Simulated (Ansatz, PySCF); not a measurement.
System: C2H3 (charge 0, doublet). It need not be the lowest isomer of its formula. SMILES: [CH]=C
Geometry: optimised at B3LYP-D3(BJ)/def2-TZVP (Ansatz, an electronic-structure program).

Wanted: atomisation energy (electronic, to ground-state atoms), in kcal/mol. Correlated levels leave the core frozen unless marked. Open shells are spin-unrestricted. No spin-orbit coupling. Non-relativistic. The coupled-cluster limit lacks core correlation, which all-electron functionals hold. CBS marks a two-point X^-3 extrapolation of the correlation energy; Hartree-Fock from the larger set.

The UHF reference is spin-contaminated (<S^2> 0.18 over the pure value in the largest basis). 

```tsv
level	program	atomisation energy (kcal/mol)
TPSS-D4/def2-TZVPD	PySCF + dftd4	(withheld)
B3LYP-D3(BJ)/def2-TZVPD	Ansatz + dftd3	448.7
PBE0/def2-TZVPD	Ansatz	(withheld)
RPA@PBE/cc-pVTZ	Ansatz	413.0
SCS-MP2/STO-3G	Ansatz	437.3
CCSD(T)/CBS(cc-pVTZ,cc-pVQZ)	Ansatz	443.7
```

**Question.** Some entries are withheld; supply them.

**Answer.** 
- TPSS-D4/def2-TZVPD, atomisation energy (kcal/mol): 453.2
- PBE0/def2-TZVPD, atomisation energy (kcal/mol): 449.3
